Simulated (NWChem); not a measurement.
Correlation energy of nitrogen (N2)

```xyz
2

N      0.0000     0.0000     0.5502
N      0.0000     0.0000    -0.5502
```
Charge 0, spin multiplicity 1.

Everything below was run with NWChem. The geometry was optimised at B3LYP/def2-SVP, a minimum by its harmonic frequencies.

Basis set: def2-SVP. Each correlation energy counts from its own Hartree-Fock reference.

The correlated methods keep 2 core orbitals frozen. No row is a measurement; the coupled-cluster row has its own basis-set and correlation limits.

Question: For the correlation energy, MP2 gives -310.2 mHa and SCS-MP2 gives -300.5 mHa. What do CCSD, CCSD+T(CCSD), CCSD(T) give?

Answer: CCSD: -311.9 mHa; CCSD+T(CCSD): -324.9 mHa; CCSD(T): -324.1 mHa.
